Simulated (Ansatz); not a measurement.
**Lithium, bcc: convergence with Methfessel-Paxton smearing**

Computed with Ansatz, LDA, scalar-relativistic PAW, on the relaxed cell (a = 3.363 Å; spin not included). Errors count from a run at 420 eV on a Γ-centred 22×22×22 mesh with Fermi-Dirac smearing of 0.1 eV, extrapolated to zero width. Fixed here: cutoff 420 eV, mesh 13×13×13. The SCF starts from atomic densities corrected by a trained network.

```
width (eV)  E(σ→0) error (meV/atom)  F error (meV/atom)  P (GPa)  SCF iterations
      0.01                     -1.0                -1.0    -0.03               5
      0.03                     -1.0                -1.0    -0.04               5
       0.1                     -1.2                -1.2    -0.05               5
       0.2                     -1.1                -1.0    -0.04               5
       0.3                     -0.9                -0.7    -0.04               5
       0.6                      0.2                -0.4    -0.03               5
       1.0                     -0.4                -5.1    -0.01               5
```
